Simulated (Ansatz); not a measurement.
# C2H2F3O: the cost of one run

Method: UHF/6-31G*, in Ansatz 0.2.0.

### 1 The structure to begin with

Bond lengths: O1–C2 1.218 Å, C3–F4 1.324 Å, C3–F5 1.317 Å, C3–F6 1.315 Å, C2–H7 1.095 Å, C2–H8 1.095 Å. Angles: O1–C2–H7 121.1°, O1–C2–H8 122.7°, H7–C2–H8 116.2°, F4–C3–F5 111.7°, F4–C3–F6 111.9°, F5–C3–F6 112.1°.

Coordinates:

```xyz
8

O     0.1195    1.0482    0.1881
C    -0.9056    0.9837    0.8422
C     0.8231   -0.7277   -0.7128
F     0.0436   -1.6518   -0.1727
F     0.6332   -0.6309   -2.0127
F     2.0886   -0.9175   -0.4112
H    -1.7751    1.6010    0.5938
H    -1.0273    0.2950    1.6853
```

### 2 A restrained relaxation towards end A

Springs on the bonds that form and break draw the guess towards this end; the thresholds are loose.

input.yaml

```yaml
crystal:
  periodic: [false, false, false]
  atoms:
    - { symbol: O, position_ang: [0.1195, 1.0482, 0.1881] }
    - { symbol: C, position_ang: [-0.9056, 0.9837, 0.8422] }
    - { symbol: C, position_ang: [0.8231, -0.7277, -0.7128] }
    - { symbol: F, position_ang: [0.0436, -1.6518, -0.1727] }
    - { symbol: F, position_ang: [0.6332, -0.6309, -2.0127] }
    - { symbol: F, position_ang: [2.0886, -0.9175, -0.4112] }
    - { symbol: H, position_ang: [-1.7751, 1.601, 0.5938] }
    - { symbol: H, position_ang: [-1.0273, 0.295, 1.6853] }
magnetization:
  spin_polarized: true
  initial_magnetization: 1
basis:
  gaussian: { orbitals: "6-31G*" }
hamiltonian:
  xc: hf
relax:
  f_tol: 0.15
  max_steps: 25
  restrain: [{ distance: [0, 2], at: 2.72, k: 30.0 }]
```

On the command line:

```console
$ ansatz run input.yaml --threads 2 --pin off --max-ram 3072MiB --backend cpu --events-out ev --progress --plain --runs-dir out
```

What time and memory should one allow on 2 threads of Arm Neoverse V1, shared host?

About 29 s, with a peak of 0.22 GiB.
